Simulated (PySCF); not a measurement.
Isomers of C4H8O2. Method: TDDFT CAM-B3LYP/def2-SVPD, vertical, gas phase, core orbitals frozen in the response in PySCF 2.14.0, density-fitted response routines. Geometries: GFN2-xTB; one conformer of each isolated species. Triplets are in the Tamm–Dancoff approximation.

A. `C1COCCO1`
B. `CCCC(=O)O`
C. `C1COCOC1`

Lowest singlet levels (six at most, fewer where fewer were computed) with oscillator strengths:

1. 208 nm (f 0.000); 164 nm (f 0.059); 147 nm (f 0.033); 147 nm (f 0.003); 140 nm (f 0.103); 136 nm (f 0.001); T1 5.45 eV
2. 177 nm (f 0.000); 166 nm (f 0.080); 163 nm (f 0.053); 160 nm (f 0.000); 158 nm (f 0.026); 145 nm (f 0.031); T1 6.80 eV
3. 162 nm (f 0.000); 159 nm (f 0.027); 150 nm (f 0.000); 147 nm (f 0.004); 147 nm (f 0.112); 146 nm (f 0.028); T1 7.53 eV

Question: Which spectrum belongs to which structure?

Answer: 1 = B, 2 = A, 3 = C.
- A: S1 at 6.99 eV, HOMO→LUMO (89%); Löwdin shares by element: HOMO oxygen 56%, carbon 17% or more (atoms not listed hold the other 27%); LUMO carbon 44% (atoms not listed hold the other 56%); HOMO -8.44 and LUMO 1.43 eV; point group C2h, 2 of its 6 listed states under f = 0.0005.
- B: S1 at 5.96 eV, HOMO→LUMO+1 (94%); S1 has the pattern of n→π* at C=O; HOMO -9.68 and LUMO 1.04 eV; point group Cs, 1 of its 6 listed states under f = 0.0005.
- C: S1 at 7.65 eV, HOMO→LUMO (85%); Löwdin shares by element: HOMO oxygen 66%, carbon 18% or more (atoms not listed hold the other 16%); LUMO carbon 38% or more, hydrogen 10% or more (atoms not listed hold the other 52%); HOMO -9.22 and LUMO 1.35 eV; point group Cs, 2 of its 6 listed states under f = 0.0005.
